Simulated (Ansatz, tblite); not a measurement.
**Al(NH3)H3 (AlNH₆): rung by rung**

One table from this session's results is given with a row withheld; the runs are named, their logs left out.

Program: Ansatz 0.2.0, Gaussian basis. Level of theory: as each input shows. These are calculated values, not measurements.

Levels to be run: GFN1-xTB, GFN2-xTB, PBE-D4/def2-TZVP, r2SCAN-D4/def2-TZVP, BHLYP-D4/def2-TZVP, B97M-V/def2-TZVP, revPBE-D4/def2-TZVP, r2SCANh-D4/def2-TZVP, CAM-B3LYP-D4/def2-TZVP, HF/def2-TZVP, ωB97X-V/def2-TZVP, PBE-D4/def2-SVP, PBE0-D4/def2-SVP, PBE0-D4/def2-TZVPD, PBE-D4/def2-TZVPD, r2SCAN-D4/def2-TZVPD, CCSD(T)/def2-TZVPP, MP2/def2-TZVP, RPA/def2-TZVP, CCSD(T)/def2-TZVPD.

**The structure**

The geometry is that of the singlet, from an earlier relaxation (r2SCAN-D4/def2-TZVP).

8 atoms, charge 0, spin multiplicity 1.

Bond lengths: Al1–N2 2.058 Å, Al1–H6 1.602 Å, Al1–H7 1.602 Å, Al1–H8 1.602 Å, N2–H3 1.016 Å, N2–H4 1.016 Å, N2–H5 1.016 Å. Angles: N2–Al1–H6 99.3°, N2–Al1–H7 99.3°, N2–Al1–H8 99.4°, H6–Al1–H7 117.4°, H6–Al1–H8 117.4°, H7–Al1–H8 117.4°, Al1–N2–H3 111.2°, Al1–N2–H4 111.2°, Al1–N2–H5 111.2°, H3–N2–H4 107.7°, H3–N2–H5 107.7°, H4–N2–H5 107.7°.

PBE0-D4/def2-TZVP was run before; its log isn't repeated, and its numbers join the tables.

Set-up of the first run:

Tight binding, by tblite at 300 K electronic temperature and without a spin-polarisation term:

```python
tblite.interface.Calculator('GFN1-xTB', numbers, positions, charge=0, uhf=0).singlepoint()
```

Tight binding, by tblite at 300 K electronic temperature and without a spin-polarisation term:

```python
tblite.interface.Calculator('GFN2-xTB', numbers, positions, charge=0, uhf=0).singlepoint()
```

start.molden holds the orbitals of an earlier run on this state, given as this run's starting guess.

File in.yaml:

```yaml
crystal:
  periodic: [false, false, false]
  atoms:
    - {symbol: Al, position_ang: [-0.002602, 0.004063, -1.069536]}
    - {symbol: N, position_ang: [0.002335, -0.003825, 0.988765]}
    - {symbol: H, position_ang: [-0.943527, 0.022856, 1.359307]}
    - {symbol: H, position_ang: [0.500961, 0.800752, 1.358488]}
    - {symbol: H, position_ang: [0.452398, -0.839146, 1.352565]}
    - {symbol: H, position_ang: [1.577001, -0.030520, -1.333603]}
    - {symbol: H, position_ang: [-0.762406, 1.391401, -1.322647]}
    - {symbol: H, position_ang: [-0.824151, -1.345572, -1.333339]}
basis:
  gaussian: {orbitals: def2-TZVP, initial_orbitals: start.molden}
hamiltonian: {xc: pbe, dispersion: d4}
scf: {omitted_lower_state_checks: [starts]}
output: {forces: true, orbitals: {seedname: orbitals}}
```

Run with:

```bash
> ansatz run in.yaml --threads 4 --pin off --events-out ev --progress --plain --max-ram 3916MiB
```

Among the steps run: PBE-D4/def2-TZVP; r2SCAN-D4/def2-TZVP; BHLYP-D4/def2-TZVP; B97M-V/def2-TZVP; revPBE-D4/def2-TZVP; r2SCANh-D4/def2-TZVP; CAM-B3LYP-D4/def2-TZVP; HF/def2-TZVP; ωB97X-V/def2-TZVP; PBE-D4/def2-SVP; PBE0-D4/def2-SVP; PBE0-D4/def2-TZVPD; PBE-D4/def2-TZVPD; r2SCAN-D4/def2-TZVPD; CCSD(T)/def2-TZVPP; MP2/def2-TZVP; RPA/def2-TZVP; CCSD(T)/def2-TZVPD.

One of the session's tables, all rows but one given; the rest of the session is left out.

It belongs to the step «Levels side by side». 

```
                 level  HOMO (eV)  gap (eV)
          HF/def2-TZVP     -10.56     12.76
       PBE-D4/def2-SVP      -6.05      5.28
      PBE-D4/def2-TZVP      -6.14      4.97
     PBE-D4/def2-TZVPD      -6.17      4.70
   revPBE-D4/def2-TZVP      -6.12      5.01
   r2SCAN-D4/def2-TZVP          ?         ?
  r2SCAN-D4/def2-TZVPD      -6.46      5.72
      B97M-V/def2-TZVP      -6.55      5.53
  r2SCANh-D4/def2-TZVP      -6.91      6.67
      PBE0-D4/def2-SVP      -7.34      7.44
     PBE0-D4/def2-TZVP      -7.41      7.05
    PBE0-D4/def2-TZVPD      -7.42      6.68
    BHLYP-D4/def2-TZVP      -8.63      8.88
CAM-B3LYP-D4/def2-TZVP      -8.83      9.24
     ωB97X-V/def2-TZVP      -9.88     11.38
```

Q: Estimate the row for r2SCAN-D4/def2-TZVP from the others.

As computed: HOMO (eV): -6.45; gap (eV): 5.97. In the column «HOMO (eV)» it lies between r2SCAN-D4/def2-TZVPD (-6.46) and PBE-D4/def2-TZVPD (-6.17).
